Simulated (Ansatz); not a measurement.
**A reaction path, image by image**

BH2ClO, singlet, from BH₂ClO ([OH][BH][Cl]) to a complex of BClO + H₂; PBE0-D4/def2-SVP (Ansatz 0.2.0). Settings:

```yaml
hamiltonian: {xc: pbe0, dispersion: d4}
neb:
  images: 3
  climbing: true
  max_iterations: 40
  initial_path: idpp
  max_displacement: 0.05
```

First end:

```tsv
atom	x (Å)	y (Å)	z (Å)
B1	0.0615	0.3180	0.0139
H2	0.6242	0.5994	1.0292
O3	-0.3095	-0.9354	-0.2945
H4	-0.0742	-1.5724	0.3852
Cl5	-0.3020	1.5905	-1.1338
```

Second end:

```json
{"atom": "B1", "x (Å)": "-0.5440", "y (Å)": "0.1168", "z (Å)": "-1.1138"}
{"atom": "H2", "x (Å)": "0.9168", "y (Å)": "-0.1121", "z (Å)": "1.8480"}
{"atom": "O3", "x (Å)": "-0.7499", "y (Å)": "-1.0694", "z (Å)": "-1.1187"}
{"atom": "H4", "x (Å)": "0.6360", "y (Å)": "-0.7076", "z (Å)": "1.4950"}
{"atom": "Cl5", "x (Å)": "-0.2590", "y (Å)": "1.7725", "z (Å)": "-1.1105"}
```

The ends were relaxed with PBE0-D4 in triple zeta, so they are not quite minima here (largest force components 0.27 and 0.42 eV/Å).

Energies along the converged band: It took 25 iterations. Path lengths are measured after rigid turns and shifts between images are taken out.
| image | path length (Å) | energy (kJ/mol) |
| --- | --- | --- |
| 0 | 0.00 | 0.0 |
| 1 | 0.60 | 70.8 |
| 2 (climbing) | 1.20 | 252.0 |
| 3 | 2.12 | 134.7 |
| 4 | 3.04 | 121.7 |
Energies count from the first end.

The images between the ends:
Image 1:
```json
{"atom": "B1", "x (Å)": "-0.0177", "y (Å)": "0.2355", "z (Å)": "-0.1139"}
{"atom": "H2", "x (Å)": "0.5462", "y (Å)": "0.2969", "z (Å)": "0.9750"}
{"atom": "O3", "x (Å)": "-0.3577", "y (Å)": "-1.0384", "z (Å)": "-0.3565"}
{"atom": "H4", "x (Å)": "0.0642", "y (Å)": "-1.1796", "z (Å)": "0.5276"}
{"atom": "Cl5", "x (Å)": "-0.2349", "y (Å)": "1.6857", "z (Å)": "-1.0323"}
```

Image 2:
```json
{"atom": "B1", "x (Å)": "-0.1165", "y (Å)": "0.0997", "z (Å)": "-0.2649"}
{"atom": "H2", "x (Å)": "0.5208", "y (Å)": "0.0539", "z (Å)": "1.0122"}
{"atom": "O3", "x (Å)": "-0.4678", "y (Å)": "-1.0851", "z (Å)": "-0.5601"}
{"atom": "H4", "x (Å)": "0.1934", "y (Å)": "-0.8081", "z (Å)": "0.6559"}
{"atom": "Cl5", "x (Å)": "-0.1300", "y (Å)": "1.7397", "z (Å)": "-0.8432"}
```

Image 3:
```json
{"atom": "B1", "x (Å)": "-0.3800", "y (Å)": "0.0803", "z (Å)": "-0.7776"}
{"atom": "H2", "x (Å)": "0.6840", "y (Å)": "-0.0352", "z (Å)": "1.3618"}
{"atom": "O3", "x (Å)": "-0.6209", "y (Å)": "-1.0991", "z (Å)": "-0.8553"}
{"atom": "H4", "x (Å)": "0.4257", "y (Å)": "-0.6938", "z (Å)": "1.0765"}
{"atom": "Cl5", "x (Å)": "-0.1087", "y (Å)": "1.7479", "z (Å)": "-0.8054"}
```

The band counts as converged below 0.05 eV/Å. The run took about 33 s on 2 CPU threads of an Intel Xeon 6975P-C (shared host).
